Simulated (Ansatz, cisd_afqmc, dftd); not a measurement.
Reaction: HF (SMILES F) → F (doublet) + H (doublet) (the F-H bond breaks)
Each species at its own B3LYP-D3(BJ)/def2-TZVP minimum (Ansatz, an electronic-structure program).

Quantity: bond dissociation energy (electronic), in kJ/mol. UHF or UKS for unpaired electrons; spin-orbit terms are left out. Cores are frozen in correlated methods. Rows without X2C or -DK are non-relativistic. The Monte Carlo rows (phaseless AFQMC, CISD trial, step 0.005/hartree) carry one-sigma bars that omit the constraint's bias. Outlying blocks are dropped, and bars are widened where a walk drifts. Over all cases where full CI ran beside it in this data, AFQMC minus full CI had a median of +0.1 mEh and passed +0.4 mEh in a tenth of the cases. CBS(X,Y): correlation extrapolated as X^-3, Hartree-Fock from the larger set (Q,5: extrapolated as (X+1)exp(-9√X)). A bracket is a step between two methods taken in the basis named. The functionals are non-relativistic, so their misses hold any scalar relativity. Double hybrids freeze cores in their MP2 part. '+ core + X2C': CCSD(T) terms for core correlation (cc-pwCVTZ) and scalar relativity (cc-pVTZ-DK). Full CI freezes restricted core orbitals, also for open shells; the composite that ends in it estimates full CI at the basis-set limit. Where a partner has so few electrons that a lower coupled-cluster level is exact, that level stands in.

```csv
level,program,bond dissociation energy (kJ/mol)
PBE/def2-TZVPD,Ansatz,591.0
r2SCAN/def2-TZVPD,Ansatz,574.7
B2PLYP-D3(BJ)/def2-TZVPD,Ansatz + dftd3,(withheld)
CCSD/cc-pVDZ,Ansatz,525.7
CCSD/cc-pVQZ,Ansatz,576.7
CCSD/cc-pV5Z,Ansatz,580.4
"CCSD/CBS(cc-pVQZ,cc-pV5Z)",Ansatz,583.3
AFQMC/CISD/cc-pVQZ,cisd_afqmc,585.3 ± 0.8
FCI/cc-pVDZ,Ansatz,(withheld)
"CCSD(T)/CBS(cc-pVQZ,cc-pV5Z) + [CCSDT(Q) - CCSD(T)]/cc-pVQZ + [CCSDTQ - CCSDT(Q)]/cc-pVDZ + core + X2C",Ansatz,592.7
"CCSD(T)/CBS(cc-pVQZ,cc-pV5Z) + [CCSDT(Q) - CCSD(T)]/cc-pV5Z + [FCI - CCSDT(Q)]/cc-pVDZ + core + X2C",Ansatz,592.8
```

Question: Some entries are withheld; supply them.

Answer: 
- B2PLYP-D3(BJ)/def2-TZVPD, bond dissociation energy (kJ/mol): 577.2
- FCI/cc-pVDZ, bond dissociation energy (kJ/mol): 529.4
